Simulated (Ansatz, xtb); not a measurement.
# A geometry optimisation of C2H3Mg with r2SCAN-D4/def2-SVP

The starting geometry of this gas-phase doublet was built from a drawn formula by distance geometry and a force field; its bonds are those of `[CH][CH2][Mg]`.

```xyz
6

C    -0.7528    0.6139   -1.5361
C    -1.4588    1.8703   -1.1616
Mg   -1.6895    3.1554   -2.8757
H    -0.5969   -0.0425   -0.6782
H    -0.8983    2.4071   -0.3517
H    -2.4697    1.5966   -0.7346
```

Problem. Predict what becomes of its bonds when it is optimised with r2SCAN-D4/def2-SVP.

Solution. It falls apart into C2H3 + Mg. Distances that change by over a tenth: C1–C2 (1.49 → 1.32 Å). Contacts that open: C2–Mg3 (2.15 → 3.99 Å).

The energy falls by 1.28 eV over 22 steps:

```
step  E − E(last) (eV)
   1             1.279
   3             0.888
   6             0.498
   8             0.298
  10             0.041
  13             0.003
  15             0.001
  17             0.000
  20             0.000
  22             0.000
```

Final geometry (Å):

```xyz
6

C    -1.0797    0.3668   -0.9669
C    -1.5361    1.5356   -0.5725
Mg   -1.6636    3.7144   -3.9074
H    -0.1150   -0.1238   -1.1046
H    -0.8609    2.3475   -0.2519
H    -2.6106    1.7605   -0.5344
```

From the same start GFN2-xTB ends elsewhere, differing in C1–Mg3 (2.16 against 4.49 Å here).

No frequencies were run, so the end isn't proven a minimum. Open shells are spin-unrestricted. Run with Ansatz 0.2.0, 2.6 min on 1 thread of Arm Neoverse V1, with other jobs on the host.
